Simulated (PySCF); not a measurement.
## Bonding in `[CH2-]S(C)(=O)=O`

Species: C₂H₅O₂S (charge -1).
Numbering: `[CH2-:1][S:2]([CH3:3])(=[O:4])=[O:5]` (hydrogens: H6, H7 on C1; H8, H9, H10 on C3)

Geometry (PBE0-D3(BJ)/def2-SVP, Å), atoms numbered from 1 in this order:
```xyz
10
C2H5O2S angstrom
C     -1.4638   -0.5787    0.0552
S     -0.2655    0.5806    0.2073
C      1.3217   -0.2838    0.4464
O     -0.0155    1.3132   -1.0617
O     -0.3608    1.3716    1.4632
H     -1.9431   -0.5022   -0.9262
H     -2.1293   -0.5607    0.9246
H      1.5006   -0.9347   -0.4202
H      2.1082    0.4826    0.5268
H      1.2654   -0.8786    1.3683
```

Bond orders from the PBE0/pcSseg-1 density (PySCF). Isolated species at its PBE0-D3(BJ)/def2-SVP geometry, gas phase. The pcSseg-1 basis has no diffuse functions, a weakness for an anion.

Task: Where do the orders between heavy atoms depart from those drawn in the SMILES?

Result: The largest departure is 0.404, at S2–O4 (drawn double, 1.596). Drawn single, order above 1.12: C1–S2 (1.275). Drawn single, order below 0.88: S2–C3 (0.856). Drawn double or triple, more than 0.30 short of the drawn order: S2–O4 (1.596) and S2–O5 (1.601). The SMILES, with its formal charges, is one Lewis structure only.

Task: Give the Mayer order of every bond between heavy atoms, beside its length.

Result: 
| bond | drawn as | length (Å) | Mayer order |
| --- | --- | --- | --- |
| C1–S2 | single | 1.674 | 1.275 |
| S2–C3 | single | 1.823 | 0.856 |
| S2–O4 | double | 1.486 | 1.596 |
| S2–O5 | double | 1.487 | 1.601 |

By pair of heavy elements: C–S: lowest S2–C3 (0.856, 1.823 Å), highest C1–S2 (1.275, 1.674 Å). O–S: all 2 within 0.02 of one another (1.596 to 1.601).

Task: And the bonds to hydrogen?

Result: C–H: 0.95 to 0.96 (5 bonds).

Task: Sum the orders of all bonds at each heavy atom with more than one neighbour and set the sums beside the valence in the SMILES.

Result: C1 3.188 (drawn 3), S2 5.328 (drawn 6), C3 3.726 (drawn 4). Orders between atoms that aren't bonded are not in these sums.

Mayer orders depend on the basis set.
